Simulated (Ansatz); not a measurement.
Results of r²SCAN in Ansatz (PAW) for rock-salt BaTe.

A relaxed, unreconstructed slab of the (100) face has 8 atoms, two equal faces of 24.965 Å² each and an energy of -51853.1946 eV. A bulk cell of 4 atoms with the same orientation and in-plane k mesh has -25927.0506 eV. Energies are extrapolated to zero smearing.

Settings: plane-wave cutoff 500 eV, 6×6×1 k mesh (along the axes of the cell as run), gaussian smearing 0.02 eV, scalar-relativistic PAW data made under PBE.

Worked out: γ = (E_slab − N E_bulk per atom)/2A = [-51853.1946 − 8 × (-25927.0506/4)]/(2 × 24.965) = 0.0182 eV/Å². With 16.022 J/m² per eV/Å² this is 0.29 J/m², or 0.45 eV per surface cell and face.

Ansatz is a program for electronic structure.
